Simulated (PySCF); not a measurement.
# C5H10O (cyclopentanol): the cost of one run

The runs use PySCF 2.14.0, with density-fitted response routines of our own; the level of theory stands in each step. All values are computed, except where a source is named. Atoms count from 0, in the outputs and in this text.

**1. The starting structure**

16 atoms, charge 0, multiplicity 1; geometry from: GFN2-xTB. The atoms were then displaced at random by about 0.01 Å, so the start is not that level's minimum.

Bonds of the start (Å): O0–C1 1.42, C1–C2 1.54, C2–C3 1.48, C3–C4 1.53, C4–C5 1.54, C5–C1 1.54, O0–H6 0.94, C1–H7 1.11, C2–H8 1.09, C2–H9 1.11, C3–H10 1.12, C3–H11 1.08, C4–H12 1.11, C4–H13 1.11, C5–H14 1.08, C5–H15 1.09.

**2. Relaxing the molecule at PBE0-D3(BJ)/def2-TZVP**

What the job is given:

```
{"job": {"xc": "PBE0", "basis": "def2-TZVP", "d3": "d3bj", "grid": 2, "shake": 0.01, "kind": "geom"}, "charge": 0, "multiplicity": 1}
O      1.866860     0.897750    -0.618510
C      0.946730     0.462580     0.370020
C      0.581360    -1.028580     0.211070
C     -0.676830    -1.031400    -0.564180
C     -1.462700     0.145580     0.026940
C     -0.380650     1.227450     0.183630
H      2.681550     0.430370    -0.553290
H      1.406370     0.665390     1.358180
H      1.394020    -1.568630    -0.268840
H      0.447770    -1.471490     1.215330
H     -1.260850    -1.976040    -0.452720
H     -0.506020    -0.850020    -1.610530
H     -2.314270     0.497660    -0.596550
H     -1.874430    -0.117320     1.023760
H     -0.581090     1.894910     1.009400
H     -0.286870     1.819410    -0.722980
```

Started as:

```
$ OMP_NUM_THREADS=1 python probes_run.py task.json out
```

This one command runs all jobs of the session in turn.

**Question.** How long does this first job take on 1 thread of Arm Neoverse V1, shared host, and how much memory does it need?

About 6.8 min, with a peak of 1.2 GiB.
